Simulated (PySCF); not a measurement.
# Li2, PBE0: how much the basis matters

PySCF, UKS reference; singlet, unpaired electrons none; De to Li + Li without counterpoise correction.

```tsv
basis	relativity	functions	Re (Å)	ωe (cm⁻¹)	De (eV)
STO-3G	no relativity	10	2.694	388	0.98
3-21G	no relativity	18	2.758	345	0.85
def2-SVPD	no relativity	24	2.787	329	0.85
def2-TZVP	no relativity	28	2.741	336	0.82
jorge-DZP-DKH	spin-free X2C	30	2.742	336	0.81
x2c-TZVPPall	spin-free X2C	38	2.736	338	0.83
```

**Question.** How does each smaller set differ from the one with most functions, x2c-TZVPPall?

**Answer.** STO-3G: -4.2 pm, +14.8 % in ωe, +0.15 eV in De; 3-21G: +2.2 pm, +2.1 % in ωe, +0.02 eV in De; def2-SVPD: +5.1 pm, -2.7 % in ωe, +0.02 eV in De; def2-TZVP: +0.5 pm, -0.6 % in ωe, -0.01 eV in De; jorge-DZP-DKH: +0.6 pm, -0.6 % in ωe, -0.02 eV in De. All at PBE0; the set with most functions is neither the basis-set limit nor always the best. The rows treat relativity differently, so the differences are not basis effects alone.

Measured (Huber and Herzberg, Constants of Diatomic Molecules (1979)): Re = 2.6729 Å, ωe = 351.43 cm⁻¹. Closed-shell solutions of metal pairs were not tested for spin polarisation, which can lower them a little. 3-21G and STO-3G are very small, so such numbers show the basis as much as the molecule.
